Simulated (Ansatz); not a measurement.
Input file:

```yaml
crystal:
  periodic: [false, false, false]
  atoms:
    - {symbol: B, position_ang: [-1.557383, 0.000000, 0.000000]}
    - {symbol: H, position_ang: [-2.154117, 1.033571, 0.000000]}
    - {symbol: H, position_ang: [-2.154117, -1.033571, 0.000000]}
    - {symbol: H, position_ang: [-0.279383, 0.000000, 0.000000]}
    - {symbol: F, position_ang: [1.129617, 0.000000, 0.000000]}
basis:
  gaussian: {orbitals: cc-pVDZ}
magnetization: {spin_polarized: false, initial_magnetization: 1}
correlation: {method: mp2, electrons: outside_noble_gas}
scf: {lower_state_search: off}
```

```sh
$ ansatz run in.yaml --threads 1 --pin off --events-out ev --progress --plain --max-ram 2393MiB
```

Log:

```
these checks for a lower state are left out or cut short: stability, starts, cluster_reference, orbital_swaps, neighbouring_geometries, increment
386 factors; integrals over basis functions are off by at most 1.2e-3 eV
mean field evaluation 1: about -3417.1445 eV, gradient 3.0e1 eV
mean field evaluation 2: about -3417.1633 eV, gradient 3.0e1 eV
mean field evaluation 4: about -3420.7123 eV, gradient 6.8e0 eV
mean field evaluation 8: about -3421.3979 eV, gradient 1.7e0 eV
mean field evaluation 16: about -3421.4113 eV, gradient 2.3e-6 eV
mean field -3421.41129873 eV, -125.7345461125 hartree, gradient 1.9e-6 eV, S^2 0.750000; 0 other end points of the search recorded, 0 dependent functions left out
2 core orbitals not correlated: weight in the atoms' cores, before any rotation towards them, 1.000 or more for the frozen orbitals, at most 0.000 for the correlated occupied ones
reference -3421.41129873 eV, -125.7345461125 hartree; 7, 6 occupied and 34, 35 virtual orbitals, 386 factors
second order -6.87897600 eV of doubles, -0.12516837 eV of singles
Total energy: -3428.41544310 eV, -125.9919436706 hartree
Checks for a lower state left out: stability, starts, cluster_reference, orbital_swaps, neighbouring_geometries, increment
```

Ran on 1 thread of AMD EPYC 9R45, shared host: 0.09 s wall, 0.08 GiB peak host memory.
